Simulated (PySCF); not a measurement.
# The first ionisation energy along group 15

Calculated with PySCF 2.14 from differences of total energies of unrestricted determinants, without spin-orbit coupling. Values in eV. The last column holds reference values (NIST; (s) semi-empirical, (t) theoretical, else measured). Unmarked ones compare directly (S terms, centres of terms, or small fine structure); those marked * lie between the lowest fine-structure levels and include a spin-orbit shift.

```tsv
element	configurations	CCSD (valence and next inner shell)	CCSD(T) (valence and next inner shell)	PBE	PBE0	r2SCAN	CCSD(T) (valence)	reference
N (aug-cc-pwCVDZ, non-relativistic)	[He] 2s2 2p3 → [He] 2s2 2p2	14.356	14.366	14.741	14.718	14.840	14.354	14.545
P (aug-cc-pwCVDZ, non-relativistic)	[Ne] 3s2 3p3 → [Ne] 3s2 3p2	n/a	n/a	10.506	10.547	10.652	10.342	10.526
As (aug-cc-pwCVDZ-PP with ECP10MDF, ECP)	[Ar] 3d10 4s2 4p3 → [Ar] 3d10 4s2 4p2	9.797	9.811	9.852	9.921	10.082	9.782	10.008
Sb (aug-cc-pwCVDZ-PP with ECP28MDF, ECP)	[Kr] 4d10 5s2 5p3 → [Kr] 4d10 5s2 5p2	8.909	8.920	8.970	9.047	9.181	8.893	9.124
Bi (aug-cc-pwCVDZ-PP with ECP60MDF, ECP)	[Xe] 4f14 5d10 6s2 6p3 → [Xe] 4f14 5d10 6s2 6p2	8.522	8.533	8.575	8.649	8.776	8.506	7.286 *
```

| method | elements | mean error (eV) | mean absolute error (eV) | largest error (eV) |
| --- | --- | --- | --- | --- |
| CCSD (valence and next inner shell) | 3 | -0.205 | 0.205 | -0.215 |
| CCSD(T) (valence and next inner shell) | 3 | -0.193 | 0.193 | -0.204 |
| PBE | 4 | -0.033 | 0.131 | 0.196 |
| PBE0 | 4 | 0.008 | 0.090 | 0.173 |
| r2SCAN | 4 | 0.138 | 0.138 | 0.294 |
| CCSD(T) (valence) | 4 | -0.208 | 0.208 | -0.231 |

For Bi a determinant mixes LS terms or the coupling is close to jj, so these rows are model values.

Errors include the incompleteness of the basis and the frozen core.

"Valence" correlates the outer s and p shells and, in groups 3 to 12 and the f block, the outer d or f shell, open or full, or the next shell where the ion has no valence electron left; the wider scheme adds the next inner shell.
